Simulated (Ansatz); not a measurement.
# MoTe2: the cost of one run

The runs use Ansatz 0.2.0, Gaussian basis; the settings change from run to run.

## 1. The relaxed structure

An earlier PBE0-D4 in a triple-zeta def2 set relaxation fixed the geometry. Mo, Te take a core potential in def2 sets; no spin-orbit term is included.

3 atoms, charge 1, spin multiplicity 2.

Atoms are counted from 1 here; the program's logs count them from 0.

Bond lengths: Mo1–Te2 2.457 Å, Mo1–Te3 2.457 Å. Angles: Te2–Mo1–Te3 107.4°.

## 2. PBE0/def2-TZVPP

Options: coordinates scaled by 0.96, D3(BJ) dispersion.

in.yaml reads:

```yaml
crystal:
  periodic: [false, false, false]
  atoms:
    - {symbol: Mo, position_ang: [0.519401, 0.717054, -0.286825]}
    - {symbol: Te, position_ang: [0.606964, -0.309855, 1.834514]}
    - {symbol: Te, position_ang: [-1.126365, -0.407208, -1.547689]}
basis:
  gaussian: {orbitals: def2-TZVPP}
total_charge: 1
magnetization: {spin_polarized: true, initial_magnetization: 1}
hamiltonian: {xc: {name: PBE0}, dispersion: d3bj}
scf: {omitted_lower_state_checks: [starts]}
output: {forces: true}
```

Run with:

```bash
$ ansatz run in.yaml --threads 4 --pin off --events-out ev --progress --plain --max-ram 3916MiB
```

What time and memory should one allow on 4 threads of Arm Neoverse V1, shared host?

About 47 s, with a peak of 0.7 GiB.
